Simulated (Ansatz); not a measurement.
Ansatz (a quantum-chemistry and plane-wave program) input (CCSD(T)/cc-pVTZ):

Ansatz 0.2 input:
```yaml
crystal:
  periodic: [false, false, false]
  atoms:
    - {symbol: Si, position_ang: [0.04390558, -0.06769682, -0.01869154]}
    - {symbol: H, position_ang: [-0.15716933, 1.17845905, -0.86390070]}
    - {symbol: H, position_ang: [-0.74566751, 0.21360056, 1.24825763]}
    - {symbol: H, position_ang: [1.45766956, 0.44463684, 0.60925713]}
    - {symbol: H, position_ang: [-1.16951085, -0.88894093, -0.73193245]}
basis:
  gaussian:
    orbitals: cc-pVTZ
total_charge: -1
magnetization: {spin_polarized: true, initial_magnetization: 1}
correlation: {method: ccsd_t, electrons: outside_noble_gas}
```

End of the output:

```
integrals: 0.13 GiB planned
500 factors; integrals over basis functions are off by at most 1.2e-3 eV
mean field: 0.15 GiB planned
mean field evaluation 1: about -7922.2528 eV, gradient 8.8e0 eV
mean field evaluation 2: about -7922.2602 eV, gradient 8.8e0 eV
mean field evaluation 4: about -7923.2213 eV, gradient 1.3e0 eV
mean field evaluation 8: about -7923.2579 eV, gradient 1.6e-3 eV
mean field evaluation 16: about -7923.2482 eV, gradient 1.7e-1 eV
mean field evaluation 32: about -7920.1220 eV, gradient 2.9e-4 eV
mean field -7923.25786425 eV, -291.1743559340 hartree, gradient 2.8e-6 eV, S^2 0.768328; 1 other end points of the search recorded, 0 dependent functions left out
determinant -7923.25786425 eV, -291.1743559340 hartree, with singles and doubles -7928.63730091 eV, -291.3720465852 hartree
determinant -7920.12195046 eV, -291.0591132281 hartree, with singles and doubles -7925.65848355 eV, -291.2625770663 hartree
5 core orbitals not correlated
reference -7923.25786425 eV, -291.1743559340 hartree; 5, 4 occupied and 80, 81 virtual orbitals, 500 factors
second order -4.34297953 eV of doubles, -0.00000000 eV of singles
coupled cluster: 0.33 GiB planned
cycle   1  -5.22565248 eV  change   -4.1e-1 eV  update   2.0e-2
cycle   2  -5.23249776 eV  change   -6.8e-3 eV  update   4.9e-3
cycle   3  -5.23480418 eV  change   -2.3e-3 eV  update   1.9e-3
cycle   4  -5.23557350 eV  change   -7.7e-4 eV  update   6.4e-4
cycle   5  -5.23572652 eV  change   -1.5e-4 eV  update   2.5e-4
cycle   6  -5.23580907 eV  change   -8.3e-5 eV  update   1.1e-4
cycle   7  -5.23583224 eV  change   -2.3e-5 eV  update   3.9e-5
cycle   8  -5.23582481 eV  change    7.4e-6 eV  update   1.4e-5
cycle   9  -5.23582180 eV  change    3.0e-6 eV  update   4.8e-6
perturbative correction -0.15071418 eV, -0.0055386439 hartree
Total energy: -7928.64440022 eV, -291.3723074800 hartree
```
